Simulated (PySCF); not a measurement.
Simulated P 2p region for `C#C[PH-]`, binding energy against the vacuum level.

Every computed line was given a Gaussian of 0.6 eV full width at half maximum and an area set by the number of equivalent atoms (split 2:1 within a doublet); the highest printed point is 100. The calculation used PySCF 2.14.0, delta-SCF UKS SCAN, pcX-2 on the ionised atom, pcseg-1 elsewhere, spin-free X2C.

| binding energy (eV) | intensity |
| --- | --- |
| 128.4 | 0 |
| 128.5 | 1 |
| 128.6 | 3 |
| 128.7 | 8 |
| 128.8 | 18 |
| 128.9 | 34 |
| 129.0 | 56 |
| 129.1 | 80 |
| 129.2 | 96 |
| 129.3 | 100 |
| 129.4 | 89 |
| 129.5 | 69 |
| 129.6 | 48 |
| 129.7 | 34 |
| 129.8 | 29 |
| 129.9 | 34 |
| 130.0 | 42 |
| 130.1 | 49 |
| 130.2 | 50 |
| 130.3 | 44 |
| 130.4 | 33 |
| 130.5 | 22 |
| 130.6 | 12 |
| 130.7 | 6 |
| 130.8 | 2 |
| 130.9 | 1 |
| 131.0 | 0 |

Count the maxima, the lines and the sites behind this envelope.

The curve has 2 maxima (at 129.3 and 130.2 eV). Under it lie 2 lines from 1 inequivalent phosphorus site, drawn as a 2p3/2, 2p1/2 pair.

Decompose the envelope and assign each component. Numbering: `[CH:1]#[C:2][PH-:3]`.

```json
{"position (eV)": "129.27", "relative area": "0.67", "line": "P 2p3/2", "atoms": "P3", "environment": "phosphorus bonded to C and H"}
{"position (eV)": "130.17", "relative area": "0.33", "line": "P 2p1/2", "atoms": "P3", "environment": "phosphorus bonded to C and H"}
```

Shake-up satellites, vibrational structure and lifetime widths aren't simulated. The 2p values aren't plain energy differences: one relaxed spin-free 2p hole is combined with a matrix within the shell (ground-state 2p orbital-energy differences and spin–orbit coupling). 2p3/2, the mean of its two sublevels, lies a third of the splitting below the shell's mean and 2p1/2 two thirds above it; the statistical areas are 2:1. 2p1/2 minus 2p3/2 (ligand field included): P 0.90 eV. The species carries charge -1, so core ionisation leaves a neutral species. The basis sets have no added diffuse functions. Isolated species at its GFN2-xTB geometry, gas phase.

The run took about 17 s of CPU time (one thread, shared machine).
